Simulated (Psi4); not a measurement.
# SiNH4F (SMILES N[SiH2]F) at PBE0/aug-pcseg-2 (density fitting, sweep point 3)

Aim: the vertical singlet–triplet gap of SiNH4F at PBE0/aug-pcseg-2 (density fitting, sweep point 3), from 2 runs. 

The results are computed with Psi4 1.11.

**1. The structure to begin with**

SiNH4F has 7 atoms, charge 0, and is taken as a singlet. SMILES: `N[SiH2]F`. Geometry: relaxed at PBE0-D4/def2-TZVP. This is one conformer, not always the lowest.

Bond lengths: N1–Si2 1.696 Å, Si2–F3 1.605 Å, N1–H4 1.006 Å, N1–H5 1.006 Å, Si2–H6 1.479 Å, Si2–H7 1.479 Å. Angles: N1–Si2–F3 114.6°, N1–Si2–H6 108.3°, N1–Si2–H7 108.3°, F3–Si2–H6 105.8°, F3–Si2–H7 105.8°, Si2–N1–H4 122.0°, Si2–N1–H5 122.0°, H6–Si2–H7 114.0°, H4–N1–H5 111.8°.

**2. A single-point energy at PBE0/aug-pcseg-2 (density fitting, sweep point 3)**

File run.py:

```python
import psi4

psi4.set_memory('1600 MB')
psi4.set_num_threads(1)
psi4.set_output_file('psi4.out', False)

geom = psi4.geometry("""
0 1
N     -1.43902644     0.64061716    -1.18145677
Si     1.00363354    -0.21864131     0.70562373
F      0.97339793    -3.12541804     1.56809474
H     -1.48645857     0.19861022    -3.03036481
H     -3.17889729     0.97037436    -0.48830523
H      0.86152614     1.27783281     3.06267913
H      3.38147593     0.12850138    -0.72244230
units au
symmetry c1
""")

psi4.set_options({
    'basis': 'aug-pcseg-2',
    'puream': True,
    'scf_type': 'df',
    'dft_radial_points': 99,
    'dft_spherical_points': 590,
})

e_tot = psi4.energy('pbe0')
print(f'pbe0 energy: {e_tot:.10f} Eh')
```

On the command line:

```bash
$ python run.py
```

psi4.out (excerpt; [...] marks lines left out):

```text
[...]
  Running in c1 symmetry.
[...]
  Nuclear repulsion =  118.587946701945725
[...]
  Multiplicity = 1
[...]
  Nalpha       = 17
  Nbeta        = 17
[...]
    Number of basis functions: 234
[...]
   @DF-RKS iter   1:  -446.09712633600134   -2.92196e-01   3.71274e-03 DIIS/ADIIS
[...]
   @DF-RKS iter   8:  -446.38914893521115   -5.70336e-08   2.37718e-07 DIIS
[...]
    Orbital Energies [Eh]
    ---------------------
    Doubly Occupied:
       1A    -66.244928     2A    -24.742677     3A    -14.374689
       4A     -5.346978     5A     -3.681742     6A     -3.680094
       7A     -3.679482     8A     -1.205214     9A     -0.887811
      10A     -0.574230    11A     -0.524615    12A     -0.481743
      13A     -0.456806    14A     -0.452998    15A     -0.391151
      16A     -0.345870    17A     -0.301845
[...]
  @DF-RKS Final Energy:  -446.38914893521115
   => Energetics <=
    Nuclear Repulsion Energy =            118.5879467019457252
    One-Electron Energy =                -853.9109432418139249
    Two-Electron Energy =                 318.9202787122788436
    DFT Exchange-Correlation Energy =     -29.9864311076217760
    Empirical Dispersion Energy =           0.0000000000000000
    VV10 Nonlocal Energy =                  0.0000000000000000
    Total Energy =                       -446.3891489352111535
[...]
 Multipole Moments:
 ------------------------------------------------------------------------------------
     Multipole            Electronic (a.u.)      Nuclear  (a.u.)        Total (a.u.)
 ------------------------------------------------------------------------------------
 L = 1.  Multiply by 2.5417464519 to convert [e a0] to [Debye]
 Dipole X            :          0.8246269           -1.2795139           -0.4548869
 Dipole Y            :         -3.6464345            4.0745897            0.4281552
 Dipole Z            :          1.6558819           -2.0888265           -0.4329446
 Magnitude           :                                                    0.7600527
[...]
```

Standard output:

```text
pbe0 energy: -446.3891489352 Eh
```

Run time: 52 s. Hardware: 1 thread of AMD EPYC 7R43 (Zen 3), shared host; peak memory 1.2 GiB.

**3. The triplet at the same level**

File run.py:

```python
import psi4

psi4.set_memory(1600000000)
psi4.set_num_threads(1)
psi4.set_output_file('psi4.out', False)

geom = psi4.geometry("""
0 3
N     -1.43902644     0.64061716    -1.18145677
Si     1.00363354    -0.21864131     0.70562373
F      0.97339793    -3.12541804     1.56809474
H     -1.48645857     0.19861022    -3.03036481
H     -3.17889729     0.97037436    -0.48830523
H      0.86152614     1.27783281     3.06267913
H      3.38147593     0.12850138    -0.72244230
units bohr
symmetry c1
""")

psi4.set_options({
    'basis': 'aug-pcseg-2',
    'reference': 'uks',
    'puream': True,
    'scf_type': 'df',
    'dft_radial_points': 99,
    'dft_spherical_points': 590,
    'maxiter': 150,
})

e_tot, wfn = psi4.energy('pbe0', molecule=geom, return_wfn=True)
print(f'total energy {e_tot:.8f} hartree = {e_tot * 27.211386:.5f} eV')
```

On the command line:

```bash
$ python run.py
```

psi4.out (excerpt; [...] marks lines left out):

```text
[...]
  Running in c1 symmetry.
[...]
  Nuclear repulsion =  118.587946701945725
[...]
  Multiplicity = 3
[...]
  Nalpha       = 18
  Nbeta        = 16
[...]
    Number of basis functions: 234
[...]
   @DF-UKS iter   1:  -445.73451349940660    7.04172e-02   3.94647e-03 DIIS/ADIIS
[...]
   @DF-UKS iter  13:  -446.15885197344670   -2.84155e-07   3.03653e-07 DIIS
[...]
   @S^2 Observed:                2.003380327E+00
[...]
    Orbital Energies [Eh]
    ---------------------
    Alpha Occupied:
       1A    -66.305806     2A    -24.795207     3A    -14.555113
       4A     -5.410132     5A     -3.745257     6A     -3.744090
       7A     -3.740919     8A     -1.255644     9A     -1.056617
      10A     -0.667074    11A     -0.654519    12A     -0.565012
      13A     -0.531465    14A     -0.500460    15A     -0.486304
      16A     -0.454651    17A     -0.390394    18A     -0.108078
    Alpha Virtual:
      19A     -0.028547    20A     -0.024075    21A     -0.009191
      22A     -0.003733    23A      0.016532    24A      0.018785
      25A      0.021286    26A      0.027767    27A      0.037967
[...]
  @DF-UKS Final Energy:  -446.15885197344670
   => Energetics <=
    Nuclear Repulsion Energy =            118.5879467019457252
    One-Electron Energy =                -851.1242349694373388
    Two-Electron Energy =                 316.2613550041349981
    DFT Exchange-Correlation Energy =     -29.8839187100901000
    Empirical Dispersion Energy =           0.0000000000000000
    VV10 Nonlocal Energy =                  0.0000000000000000
    Total Energy =                       -446.1588519734467013
[...]
 Multipole Moments:
 ------------------------------------------------------------------------------------
     Multipole            Electronic (a.u.)      Nuclear  (a.u.)        Total (a.u.)
 ------------------------------------------------------------------------------------
 L = 1.  Multiply by 2.5417464519 to convert [e a0] to [Debye]
 Dipole X            :          1.9658384           -1.2795139            0.6863246
 Dipole Y            :         -3.6452708            4.0745897            0.4293189
 Dipole Z            :          2.4152623           -2.0888265            0.3264358
 Magnitude           :                                                    0.8728783
[...]
```

On the terminal:

```text
total energy -446.15885197 hartree = -12140.60074 eV
```

Wall time 2.3 min (1 thread of AMD EPYC 7R43 (Zen 3), shared host); peak memory 1.2 GiB.

**4. Summary of results**

At PBE0/aug-pcseg-2 (density fitting, sweep point 3):

| quantity | value |
| --- | --- |
| singlet: total energy | -446.38915 Eh |
| singlet: dipole moment | 1.93 D |
| singlet: HOMO energy | -8.21 eV |
| singlet: LUMO energy | -0.31 eV |
| singlet: HOMO–LUMO gap | 7.90 eV |
| triplet: total energy | -446.15885 Eh |
| triplet: dipole moment | 2.22 D |
| triplet: HOMO energy (highest over α and β) | -2.94 eV |
| triplet: ⟨S²⟩ | 2.003 |
| vertical energy of the triplet above the singlet | 6.267 eV |

What this shows: At this shape the triplet lies 6.27 eV (145 kcal/mol) above the singlet.
